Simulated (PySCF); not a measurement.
Rigid-rotor lines calculated for a species of formula C4H7FO (commonest isotopes; PBE0-D3(BJ)/def2-SVP geometry optimisation, gas phase in PySCF 2.14.0), labelled J(Ka,Kc):

| transition | MHz |
| --- | --- |
| 2(0,2) ← 1(0,1) | 9399.0 |
| 1(0,1) ← 0(0,0) | 4732.3 |
| 2(1,2) ← 1(1,1) | 8862.6 |
| 2(1,1) ← 1(1,0) | 10066.7 |
| 1(1,1) ← 0(0,0) | 8555.2 |

(1) Find the rotational constants.

(2) What moments of inertia, asymmetry and inertial defect follow?

(3) Which dipole components do these lines need?

(4) Predict further lines from these constants: 1(1,0) ← 1(1,1); 1(1,0) ← 1(0,1); 2(0,2) ← 1(1,1); 2(2,0) ← 1(1,1); 2(1,1) ← 2(0,2); 2(1,1) ← 2(1,2); 2(2,0) ← 2(1,1); 2(1,2) ← 1(0,1); 2(2,1) ← 1(1,0).

(5) Which structure gave them?

Results:

(1) 1(0,1) ← 0(0,0) is B + C, 2(1,1) ← 1(1,0) is 3B + C and 2(1,2) ← 1(1,1) is B + 3C, so B − C is half the difference of the last two, 602.1 MHz. 1(1,1) ← 0(0,0) is A + C. A = 6490.1, B = 2667.2, C = 2065.2 MHz.

(2) I = 505379 MHz·u·Å² over each constant: Ia = 77.87, Ib = 189.48, Ic = 244.72 u·Å²; κ = (2B − A − C)/(A − C) = -0.728 (asymmetric top); Δ = Ic − Ia − Ib = -22.63 u·Å².

(3) μa and μb (a-type: ΔKa even, ΔKc odd; b-type: both odd). The calculation gives |μa| = 0.14 D, |μb| = 0.12 D, |μc| = 0.01 D.

(4) 
```tsv
transition	MHz	type	branch
1(1,0) ← 1(1,1)	602	a	Q
2(1,1) ← 2(1,2)	1806	a	Q
1(1,0) ← 1(0,1)	4425	b	Q
2(1,1) ← 2(0,2)	5093	b	Q
2(0,2) ← 1(1,1)	5576	b	R
2(2,0) ← 2(1,1)	11534	b	Q
2(1,2) ← 1(0,1)	12686	b	R
2(2,1) ← 1(1,0)	21535	b	R
2(2,0) ← 1(1,1)	22203	b	R
```

(5) `C[C@@H](F)[C@@H]1CO1`, point group C1. Three constants can't fix a structure by themselves; this is the one that was computed:
```xyz
13
C4H7FO angstrom
C     -1.879   -0.964   -0.281
C     -0.853    0.137   -0.185
F     -1.101    0.901    0.939
C      0.556   -0.386   -0.090
C      1.682    0.361   -0.644
O      1.146   -0.761   -1.313
H     -1.833   -1.607    0.611
H     -2.892   -0.544   -0.357
H     -1.684   -1.580   -1.172
H     -0.915    0.797   -1.069
H      0.737   -1.071    0.752
H      1.503    1.333   -1.122
H      2.683    0.227   -0.214
```

The values belong to one conformer (point group C1) with, in the numbering `[CH3:1][C@@H:2]([F:3])[C@@H:4]1[CH2:5][O:6]1`, C1–C2–C4–C5 149°. Whether it is a minimum is left open (no frequencies). Zero-point vibration and centrifugal distortion are left out. A rigid rotor knows nothing of internal rotation, which can split or shift real lines.

The run took 30 s wall on one thread of an Arm Neoverse V1, shared host, and the process peaked at 0.52 GiB of memory. This is the geometry optimisation.
